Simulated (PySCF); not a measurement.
## Carbon: a sound run and one with changed settings

Sound run: C [He] 2s2 2p2, C⁺ [He] 2s2 2p1. Calculation: PySCF 2.14, in 6-31G* (3s2p1d, 14 functions); the non-relativistic Hamiltonian (point nucleus). The sound run starts from symmetry-adapted Hartree-Fock orbitals and uses a fine grid where one is needed.

Changed run: 14 angular points. This setting is unsound on purpose.

```tsv
species	method	sound run (hartree)	changed run (hartree)	converged
C	UHF	-37.68058	-37.68058	yes
C	LDA	-37.45018	-37.45097	yes
C	B3LYP	-37.84469	-37.84468	yes
C⁺	UHF	-37.28672	-37.28672	yes
C⁺	LDA	-37.02709	-37.02643	yes
C⁺	B3LYP	-37.42567	-37.42540	yes
```

Ionisation energy of C:

```
method  sound run (eV)  changed run (eV)
   UHF          10.718            10.718
   LDA          11.513            11.552
 B3LYP          11.402            11.409
```

A coarse angular grid integrates products of high-l functions wrongly, so density functionals can shift, and the SCF can exploit the error; Hartree-Fock and MP2 need no grid.

For comparison, NIST gives 11.260 eV between the lowest levels.
